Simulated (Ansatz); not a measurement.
Changing the shape of PH₃, singlet

Computed with Ansatz's Gaussian-basis code (development build). Basis aug-cc-pV(D+d)Z on P, aug-cc-pVDZ on H, nonrelativistic, 5 orbitals frozen in the corrections; active space CAS(2,2). Restricted Hartree–Fock, then the lowest state-specific CASSCF solution met for each case. Coupled cluster stands on the determinant that it favours, not always the lowest RHF. Single-reference values can break down or jump between states where bonds are stretched. Solutions in different active orbitals can move differences by tenths of an eV and at times more than 1 eV.

Case A:

```xyz
4

P    -0.1246    0.0000    0.0000
H     0.6231    1.2006    0.0000
H     0.6231   -0.6003    1.0398
H     0.6231   -0.6003   -1.0398
```

Case B. A bond is stretched, to 1.64 times the sum of the covalent radii.

| atom | x (Å) | y (Å) | z (Å) |
| --- | --- | --- | --- |
| P | 0.1194 | 0.0000 | 0.0986 |
| H | -0.1696 | 0.0000 | -2.1460 |
| H | -0.8103 | -1.0398 | 0.3336 |
| H | -0.8103 | 1.0398 | 0.3336 |

Case C. A bond is stretched, to 1.49 times the sum of the covalent radii.

```xyz
4

P     0.1208    0.0000    0.0828
H    -0.2110    0.0000   -1.9411
H    -0.8002   -1.0398    0.3496
H    -0.8002    1.0398    0.3496
```

Case D. A bond is stretched, to 1.33 times the sum of the covalent radii.

```csv
atom,x (Å),y (Å),z (Å)
P,0.1227,0.0000,0.0643
H,-0.2778,0.0000,-1.7304
H,-0.7816,-1.0398,0.3832
H,-0.7816,1.0398,0.3832
```

Case E:

```xyz
4

P     0.1251    0.0000    0.0395
H    -0.3980    0.0000   -1.5007
H    -0.7396   -1.0398    0.4540
H    -0.7396    1.0398    0.4540
```

Energy less that of case A, in eV:

```
case  RHF/ROHF  CASSCF  CCSD(T)
   B    +2.820  +2.028   +2.225
   C    +2.001  +1.475   +1.630
   D    +1.149  +0.841   +0.947
   E    +0.382  +0.248   +0.301
```

What does SC-NEVPT2 give for these differences?

B: +2.100 eV; C: +1.529 eV; D: +0.875 eV; E: +0.262 eV.

Which case is lowest, and do the methods agree?

A is lowest in SC-NEVPT2. Of the methods shown, RHF/ROHF, CASSCF, CCSD(T) agree.
